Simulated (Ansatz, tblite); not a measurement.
Removing an electron: BCl2H (BHCl₂). Charge 0, multiplicity 1. Geometry: r2SCAN-D4/def2-TZVP. Ansatz, gas phase; energy differences of separate SCF runs; the oxidised species was run as a doublet alone.

```xyz
4

B     0.1226    0.0422   -0.0317
Cl   -1.2510    1.0484   -0.3833
Cl   -0.0832   -1.5077    0.7288
H     1.2116    0.4170   -0.3138
```

The xTB rows come from tblite. HSE06 is defined as in plane-wave codes, on full-range PBE exchange. Correlated methods freeze 11 core orbitals. HOMO above LUMO, or a gap near zero within one spin, warns that the state may not be the lowest or that an electron is smeared out.

Task: Estimate orbital energies and vertical ionisation energies at: GFN1-xTB; GFN2-xTB; HF/def2-TZVPP; PBE-D4/def2-TZVP; r2SCAN-D4/def2-TZVP; PBE0-D4/def2-TZVP; HSE06-D4/def2-TZVP; BHLYP-D4/def2-TZVP; CAM-B3LYP-D4/def2-TZVP; ωB97M-V/def2-TZVP; PBE-QIDH/def2-TZVP; MP2/def2-TZVPP; CCSD/def2-TZVPP; CCSD(T)/def2-TZVPP.

Result: 
```csv
level,−HOMO (eV),vertical IE (eV),−LUMO (eV),HOMO–LUMO gap (eV),remarks
GFN1-xTB,12.52,15.45,7.60,4.92,–
GFN2-xTB,11.93,15.04,7.86,4.07,–
HF/def2-TZVPP,–,11.08,–,–,–
PBE-D4/def2-TZVP,7.84,11.22,2.71,5.13,gap within one spin near zero (+1 doublet)
r2SCAN-D4/def2-TZVP,8.19,11.43,2.40,5.79,–
PBE0-D4/def2-TZVP,9.26,11.65,1.75,7.51,–
HSE06-D4/def2-TZVP,8.85,11.63,2.13,6.72,–
BHLYP-D4/def2-TZVP,10.56,11.89,0.64,9.92,–
CAM-B3LYP-D4/def2-TZVP,10.66,11.88,0.58,10.08,–
ωB97M-V/def2-TZVP,11.52,11.89,-0.35,11.87,–
PBE-QIDH/def2-TZVP,–,12.08,–,–,–
MP2/def2-TZVPP,–,12.15,–,–,–
CCSD/def2-TZVPP,–,11.91,–,–,–
CCSD(T)/def2-TZVPP,–,11.92,–,–,–
```

Relaxing the oxidised species (r2SCAN-D4/def2-TZVP) changes its energy by -0.35 eV at PBE-D4/def2-TZVP, so the adiabatic ionisation energy to this nearest minimum is 10.88 eV. At PBE0-D4/def2-TZVP it is 11.22 eV.    Raw xTB energy differences between charge states are shifted by several eV; the methods need an empirical correction for them.
